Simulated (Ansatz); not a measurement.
Saddle point of SiH5SO, doublet (SiH₄O ([OH][SiH3]) + HS → SiH₃O ([O][SiH3]) + H₂S; bonds formed: H1–S4; bonds broken: H1–O2), PBE0-D4/def2-TZVP structure:

```xyz
8
angstrom
H 0.1355 -1.6388 0.5114
O 0.5645 -0.6520 -0.6419
Si -0.1847 0.8119 -0.8622
S -0.3081 -1.2711 1.7705
H 0.2977 1.8556 0.0782
H -1.6654 0.7191 -0.7846
H 0.2208 1.1702 -2.2525
H 0.9397 -0.9948 2.1812
```

Energies are electronic, without zero-point energy. Barriers and step energies count from the start structure reached by relaxing down the imaginary mode; all methods use the PBE0-D4 structures, on which another method's saddle can fall below an end. Program: Ansatz 0.2.0. Basis: def2-TZVPP, with def2-QZVPP for the basis limit. Cores are frozen in the correlated methods; orbitals are unrestricted. B3LYP uses VWN-RPA correlation. Extrapolation: Hartree–Fock as exp(−7.88 √X), correlation as X^−2.97.

```json
{"method": "SPW92", "barrier (eV)": "?", "step energy (eV)": "0.604"}
{"method": "PBE-D4", "barrier (eV)": "0.796", "step energy (eV)": "0.723"}
{"method": "BLYP-D4", "barrier (eV)": "0.822", "step energy (eV)": "0.738"}
{"method": "r2SCAN-D4", "barrier (eV)": "0.949", "step energy (eV)": "0.845"}
{"method": "B97M-V", "barrier (eV)": "0.989", "step energy (eV)": "0.862"}
{"method": "PBE0-D4", "barrier (eV)": "1.106", "step energy (eV)": "0.976"}
{"method": "B3LYP-D4", "barrier (eV)": "1.080", "step energy (eV)": "0.947"}
{"method": "r2SCAN0-D4", "barrier (eV)": "?", "step energy (eV)": "1.034"}
{"method": "BHLYP-D4", "barrier (eV)": "1.306", "step energy (eV)": "1.160"}
{"method": "CAM-B3LYP-D4", "barrier (eV)": "1.256", "step energy (eV)": "1.101"}
{"method": "wB97X-V", "barrier (eV)": "?", "step energy (eV)": "1.079"}
{"method": "wB97M-V", "barrier (eV)": "1.256", "step energy (eV)": "1.082"}
{"method": "B2PLYP", "barrier (eV)": "1.329", "step energy (eV)": "1.168"}
{"method": "PBE-QIDH", "barrier (eV)": "1.411", "step energy (eV)": "1.264"}
{"method": "RPA on PBE", "barrier (eV)": "1.255", "step energy (eV)": "1.111"}
{"method": "HF", "barrier (eV)": "1.518", "step energy (eV)": "1.435"}
{"method": "MP2", "barrier (eV)": "1.729", "step energy (eV)": "1.609"}
{"method": "CCSD", "barrier (eV)": "1.473", "step energy (eV)": "1.339"}
{"method": "CCSD(T)", "barrier (eV)": "1.401", "step energy (eV)": "1.270"}
```

Problem. Fill in the withheld barriers. (An estimate is asked for; the value comes from the calculation.)

Solution. By the calculation: r2SCAN0-D4 1.166; wB97X-V 1.253; SPW92 0.641 eV. Each is the energy of the saddle less that of the start structure, by the same method.

For comparison, the barrier by CCSD(T) at an estimated basis limit (MP2 extrapolated from triple and quadruple zeta, plus CCSD(T) − MP2 in triple zeta) is 1.393 eV.

The T1 diagnostic stays at or below 0.031. ⟨S²⟩ of the unrestricted Hartree–Fock references: 0.76 to 0.77 (a pure state has 0.75).

Radical steps of this kind take place in plasma deposition and etching.

Labels in which every atom is bracketed show which atoms are joined, not bond orders.

For scale, one of the runs: CCSD(T)/def2-TZVPP, 185 basis functions (an equivalent command: `ansatz run in.yaml --threads 4`). The run took 120 s on 4 CPU threads (shared host), with 4.4 GiB of host memory at its peak.
